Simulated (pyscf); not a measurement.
PySCF, gas phase, ωB97X-D3(BJ)/def2-SVP geometries. Correlated levels are frozen-core, on RHF or UHF. ΔMP2 is the change of the MP2 total energy from the triple- to the quadruple-zeta basis.

Task: How much does it cost (ΔH, 298 K, CCSD(T)/def2-TZVPP + ΔMP2(QZVPP)) to split `[NH2][CH]1[CH2][CH2]1` at its C–N bond into NH₂• + cyclic C₃H₅ (SMILES [CH]1CC1) [doublet]?

Result: C–N to NH₂• + cyclic C₃H₅ (SMILES [CH]1CC1) [doublet]: 93.1 kcal/mol. cyclic C₃H₇N (SMILES NC1CC1) lies 15.6 kcal/mol over its isomer H₂C=C(CH₃)–NH₂, and others may lie lower still (electronic energy, ωB97M-D3(BJ)). cyclic C₃H₅ (SMILES [CH]1CC1) [doublet] lies 28.1 kcal/mol over its isomer •H₂C–CH=CH₂, and others may lie lower still (electronic energy, ωB97M-D3(BJ)). The CCSD(T) − MP2 part came from Ansatz, without density fitting, on the same reference.
